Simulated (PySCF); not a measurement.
One molecule, one basis, several functionals.

Species: CF₄.
SMILES with atom numbers: `[F:1][C:2]([F:3])([F:4])[F:5]`

PySCF, def2-SVPD basis, density fitting, gas phase, PBE0-D3(BJ)/def2-SVP geometry; singlet excitations by full TDDFT with frozen cores and triplets by Tamm–Dancoff TDDFT. One functional is left out:

| functional | exact exchange (%) | HOMO energy (eV) | LUMO energy (eV) | lowest singlet excitation (eV) | lowest triplet excitation (eV) | mean polarisability (au) |
| --- | --- | --- | --- | --- | --- | --- |
| LDA | 0 | -10.76 | 0.18 | 10.97 | 10.88 | 19.9 |
| PBE | 0 | -10.51 | 0.12 | 10.66 | 10.56 | 20.0 |
| B3LYP | 20 | -12.46 | 0.43 | 11.79 | 11.65 | 19.0 |
| BHandHLYP | 50 | -15.08 | 1.10 | 13.32 | 13.06 | 17.8 |

Problem. Predict the row of PBE0 (25 % exact exchange) by straight lines through the other rows, and check it.

Solution. 
```csv
property,line,computed,computed − line,"B3LYP (20 %), for comparison"
HOMO energy (eV),-12.87,-12.79,+0.08,-12.46
LUMO energy (eV),0.60,0.79,+0.19,0.43
lowest singlet excitation (eV),12.06,12.19,+0.13,11.79
lowest triplet excitation (eV),11.89,12.03,+0.14,11.65
mean polarisability (au),18.9,18.7,-0.2,19.0
```
